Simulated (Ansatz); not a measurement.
The inner images of a band of C₄H₆O₂ (12 atoms, charge 0, multiplicity 1) are given out of order.

Level of theory: Ansatz 0.2.0, RKS CAM-B3LYP/STO-3G.

First end point:

```xyz
12
Properties=species:S:1:pos:R:3
C 0.016 -1.508 0.960
C 0.452 -0.443 0.274
O 1.610 0.297 0.580
C -0.258 0.152 -0.952
C -0.792 1.587 -0.641
O -1.962 1.957 -0.841
H -0.893 -2.031 0.670
H 0.556 -1.888 1.829
H 1.977 -0.172 1.408
H 0.465 0.231 -1.782
H -1.088 -0.496 -1.263
H -0.006 2.260 -0.209
```

Last end point:

```xyz
12
Properties=species:S:1:pos:R:3
C -0.136 -1.540 1.073
C 0.457 -0.553 0.389
O 1.693 -0.037 0.845
C -0.162 0.102 -0.861
C -0.733 1.521 -0.530
O -1.900 1.875 -0.773
H -1.103 -1.936 0.767
H 0.333 -1.968 1.959
H 1.982 0.596 0.101
H 0.606 0.210 -1.648
H -0.972 -0.527 -1.252
H 0.011 2.201 -0.036
```

Q: Put them in order from the first end to the last, with their energies above the first end.
A.
```xyz
12
Properties=species:S:1:pos:R:3
C -0.328 -1.391 1.212
C 0.358 -0.479 0.512
O 1.480 0.141 1.117
C -0.076 0.021 -0.884
C -0.594 1.495 -0.825
O -1.710 1.858 -1.237
H -1.242 -1.842 0.825
H 0.018 -1.703 2.198
H 2.130 0.275 0.342
H 0.776 -0.015 -1.585
H -0.875 -0.623 -1.276
H 0.139 2.209 -0.365
```
B.
```xyz
12
Properties=species:S:1:pos:R:3
C -0.183 -1.434 1.121
C 0.367 -0.420 0.446
O 1.425 0.377 0.992
C -0.164 0.084 -0.913
C -0.705 1.542 -0.774
O -1.837 1.908 -1.137
H -1.037 -1.987 0.726
H 0.211 -1.748 2.090
H 2.264 -0.135 0.713
H 0.660 0.097 -1.647
H -0.960 -0.575 -1.287
H 0.037 2.235 -0.298
```
C.
```xyz
12
Properties=species:S:1:pos:R:3
C -0.039 -1.470 1.028
C 0.424 -0.422 0.333
O 1.564 0.352 0.638
C -0.243 0.137 -0.932
C -0.793 1.577 -0.683
O -1.944 1.946 -0.972
H -0.929 -2.004 0.696
H 0.447 -1.836 1.934
H 2.149 -0.268 1.193
H 0.525 0.201 -1.721
H -1.051 -0.524 -1.271
H -0.034 2.255 -0.210
```
D.
```xyz
12
Properties=species:S:1:pos:R:3
C -0.258 -1.417 1.165
C 0.359 -0.446 0.484
O 1.428 0.271 1.100
C -0.116 0.055 -0.899
C -0.653 1.520 -0.804
O -1.777 1.881 -1.195
H -1.134 -1.931 0.770
H 0.113 -1.722 2.145
H 2.227 0.059 0.502
H 0.721 0.046 -1.618
H -0.913 -0.598 -1.282
H 0.081 2.227 -0.334
```
E.
```xyz
12
Properties=species:S:1:pos:R:3
C -0.108 -1.451 1.078
C 0.390 -0.413 0.395
O 1.476 0.410 0.811
C -0.211 0.110 -0.922
C -0.752 1.561 -0.732
O -1.893 1.930 -1.060
H -0.970 -2.005 0.703
H 0.324 -1.790 2.021
H 2.239 -0.246 0.956
H 0.593 0.146 -1.678
H -1.010 -0.551 -1.281
H 0.000 2.244 -0.257
```

A: C (+0.08 eV), E (+0.28 eV), B (+0.37 eV), D (+0.30 eV), A (+0.19 eV).

Time of the run: 98 s on 1 thread of AMD EPYC 7R43 64-Core Processor (Zen 3) (shared host), peak memory 0.15 GiB.
